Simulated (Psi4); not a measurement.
# C2H3B− (SMILES [BH2-]C#C) at UCAM-B3LYP-D3(BJ)/6-31+G(d) (density fitting, Cartesian functions)

We compute molecular dynamics of C2H3B−. The job is set up through an ASE script.

The calculation is run with Psi4 1.11.

### Step 1. Starting point

C2H3B−: 6 atoms, total charge -1, spin state doublet. As SMILES, `[BH2-]C#C`. The shape comes from GFN2-xTB, which is rough for such elements, and wasn't checked as a minimum. The run starts from this shape.

Bond lengths: B1–C2 1.464 Å, C2–C3 1.247 Å, B1–H4 1.219 Å, B1–H5 1.219 Å, C3–H6 1.080 Å. Angles: B1–C2–C3 169.0°, C2–B1–H4 121.8°, C2–B1–H5 121.8°, C2–C3–H6 143.4°, H4–B1–H5 116.4°.

### Step 2. A short trajectory at UCAM-B3LYP-D3(BJ)/6-31+G(d) (density fitting, Cartesian functions)

Input file run.py:

```python
import numpy as np
from ase.calculators.psi4 import Psi4
from ase import Atoms
from ase import units
from ase.md.velocitydistribution import MaxwellBoltzmannDistribution, Stationary
from ase.md.verlet import VelocityVerlet

mol = Atoms(['B', 'C', 'C', 'H', 'H', 'H'], positions=[
    [-0.791940, 0.490860, -0.562860],
    [0.278910, -0.170930, 0.184940],
    [1.317630, -0.705910, 0.621920],
    [-1.626060, -0.143190, -1.186300],
    [-0.929720, 1.701840, -0.551890],
    [1.751180, -1.172680, 1.494200],
])
calc = Psi4(atoms=mol, method='cam-b3lyp-d3bj', basis='6-31+G*', memory='1600MB', num_threads=1, charge=-1, multiplicity=2, label='calc', reference='uks')
mol.calc = calc

MaxwellBoltzmannDistribution(mol, temperature_K=600.0, rng=np.random.default_rng(822))
Stationary(mol)
dyn = VelocityVerlet(mol, 0.25 * units.fs)
def show():
    ep, ek = mol.get_potential_energy(), mol.get_kinetic_energy()
    print(f'step {dyn.nsteps:3d}  Epot {ep:14.6f}  Ekin {ek:9.6f}  Etot {ep + ek:14.6f} eV  T {mol.get_temperature():7.1f} K')
dyn.attach(show)
dyn.run(40)
```

Run with:

```
python run.py
```

**Question.** What will come out? Wanted: potential energy of the last frame.

Answer, from the run:

Level: UCAM-B3LYP-D3(BJ)/6-31+G* (density fitting, Cartesian functions).

| quantity | value |
| --- | --- |
| potential energy of the last frame | -102.72906 Eh |

The HOMO of this anion lies above zero, so its frontier levels hang on the basis. The HOMO lies at positive energy, 0.14 eV: either the electron is unbound or self-interaction and a compact basis push the level up; values depend on the basis.
